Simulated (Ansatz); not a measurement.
C₂H₅FO (`COCF`), relaxed with RKS PBE-D4/def2-SVP in Ansatz 0.2.0 from a rough embedded geometry. The force threshold is 0.03 eV/Å; the program also tests the step.

Charge 0, multiplicity 1.

Start:

```xyz
9

C    -0.127   -1.093    0.193
O    -0.556   -0.086   -0.652
C    -0.003    1.125   -0.217
F     1.425    1.037   -0.307
H    -0.451   -0.956    1.243
H    -0.655   -2.078   -0.152
H     0.941   -1.298    0.128
H    -0.274    1.409    0.745
H    -0.300    1.940   -0.980
```

Q: How much energy does the relaxation release, and in how many steps? (An estimate is asked.)

A: Computed: 34.94 kJ/mol, in 4 steps.

Q: Which bonds change most? (An estimate is asked.)

A: Ansatz gave: C3–H8 from 1.039 to 1.121 Å; C1–H6 from 1.170 to 1.106 Å; C3–H9 from 1.155 to 1.111 Å; C3–F4 from 1.434 to 1.391 Å.

Q: Give the relaxed structure. (Estimate.)

A: Ansatz gave: 
```xyz
9

C    -0.161   -1.152    0.200
O    -0.485   -0.072   -0.664
C     0.043    1.136   -0.273
F     1.429    1.160   -0.388
H    -0.520   -0.963    1.240
H    -0.667   -2.054   -0.194
H     0.934   -1.333    0.232
H    -0.192    1.370    0.798
H    -0.381    1.908   -0.950
```
